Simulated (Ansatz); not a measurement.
# H₂O with F₂: structure and interaction energy

How do H₂O and F₂ sit together, how strongly do they interact, and which methods get it right?

Computed with Ansatz 0.2.0, Gaussian basis. Level: PBE0-D4 structure, single points in def2-TZVPPD.

Levels: PBE-D4, revPBE-D4, BLYP-D4, r2SCAN-D4, B97M-V, PBE0-D4, B3LYP-D4, HSE06-D4, wB97X-V, wB97M-V, B2PLYP, Hartree-Fock, MP2, CCSD, CCSD(T). The reference is CCSD(T) extrapolated to the basis limit.

Cores are frozen in the correlated methods. B3LYP uses VWN-RPA correlation. B2PLYP carries no dispersion term here.

176 further runs of the same task are left out: 176 set aside as unsound or not needed.

## Step 1: Where the work starts

The pair, from a GFN2-xTB docking trial: 5 atoms, charge 0, spin multiplicity 1.

Atoms are counted from 1 here; the program's logs count them from 0.

Bond lengths: O1–H2 0.959 Å, O1–H3 0.959 Å, F4–F5 1.401 Å. Angles: H2–O1–H3 107.1°.

Coordinates:

```xyz
5

O    -0.2859    0.2668   -1.4554
H     0.5505    0.5925   -1.1182
H    -0.2368   -0.6914   -1.4537
F     0.4241   -0.3430    1.5322
F    -0.4519    0.1751    2.4951
```

Atoms 1 to 3 are fragment A (H₂O), the rest fragment B (F₂).

## Step 2: A first relaxation in a small basis

pre/in.yaml

```yaml
crystal:
  periodic: [false, false, false]
  atoms:
    - {symbol: O, position_ang: [-0.285900, 0.266800, -1.455400]}
    - {symbol: H, position_ang: [0.550500, 0.592500, -1.118200]}
    - {symbol: H, position_ang: [-0.236800, -0.691400, -1.453700]}
    - {symbol: F, position_ang: [0.424100, -0.343000, 1.532200]}
    - {symbol: F, position_ang: [-0.451900, 0.175100, 2.495100]}
basis:
  gaussian: {orbitals: def2-SVP}
hamiltonian: {xc: pbe, dispersion: d4}
relax: {f_tol: 0.03, max_steps: 250}
```

Command:

```console
ansatz run in.yaml --threads 2 --pin off --events-out ev --progress --plain --max-ram 5222MiB
```

Further steps of the session: Relaxation at PBE0-D4; PBE-D4/def2-TZVPPD; r2SCAN-D4/def2-TZVPPD; PBE0-D4/def2-TZVPPD; B3LYP-D4/def2-TZVPPD; wB97X-V/def2-TZVPPD; wB97M-V/def2-TZVPPD; B2PLYP/def2-TZVPPD; BLYP-D4/def2-TZVPPD; revPBE-D4/def2-TZVPPD; B97M-V/def2-TZVPPD; HSE06-D4/def2-TZVPPD; CCSD(T)/def2-TZVPPD; MP2/def2-QZVPPD; Hartree-Fock/STO-3G; PBE-D4/STO-3G; B3LYP-D4/6-31G; SPW92/def2-SVP; PBE-D4/def2-SVP; PBE0-D4/def2-SVP; wB97M-V/def2-SVP; CCSD(T)/def2-SVP; Vibrations of the pair.

What does the calculation give? Wanted: interaction energy, CCSD(T)/CBS; of it Hartree-Fock; D4 term of PBE0-D4; shortest contact; lowest wavenumber.

The runs gave:

| quantity | value |
| --- | --- |
| interaction energy, CCSD(T)/CBS | -3.49 kJ/mol |
| of it Hartree-Fock (basis limit) | +3.12 kJ/mol |
| D4 term of PBE0-D4 | -0.97 kJ/mol |
| shortest contact | O1–F4 2.57 Å |
| lowest wavenumber | 81 cm⁻¹ |

**Reading.** The pair is bound by 3.49 kJ/mol at fixed fragment shapes. Hartree-Fock doesn't bind it at this geometry, so correlation, mostly dispersion, holds it together. B2PLYP is the best functional here (-0.17 kJ/mol from CCSD(T)/CBS); PBE-D4 is the worst (-6.79 kJ/mol). Mean unsigned error by rung: GGA 5.18, meta-GGA 5.39, hybrid 1.91, screened hybrid 1.90, range-separated hybrid 0.37, double hybrid 0.17 kJ/mol. PBE-D4 gives an interaction energy 6.79 kJ/mol too low, an error of 195 % of the reference. CCSD(T) moves by -0.78 kJ/mol from triple zeta to the limit; gaps between functionals far smaller than that don't rank them. A lower arrangement may exist. The restricted Hartree–Fock reference is unstable towards an unrestricted one at one or more of these structures.
